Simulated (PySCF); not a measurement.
hydrogen isocyanide (CHN), SMILES [C-]#[NH+]. Atoms are numbered in the order given.

```xyz
3

C      0.0000     0.0000    -0.7382
N      0.0000     0.0000     0.4288
H      0.0000     0.0000     1.4274
```
Charge 0, spin multiplicity 1.

Coordinates come from a r2SCAN-D4/def2-TZVPD optimisation.

These are PySCF with PBE0/pcJ-2 values and carry that method's errors.

Isotropic couplings with Fermi-contact, spin-dipole and both spin-orbit terms, one fixed conformer, no vibrational averaging. Isotopes: 13C, 14N, 1H.

### Question
Estimate the spin–spin coupling constants. (Estimate from the structure and the level; the computed values follow.)

### Answer

```csv
pair,bonds apart,J (Hz)
C1–N2,1,4.2
N2–H3,1,85.7
C1–H3,2,15.0
```
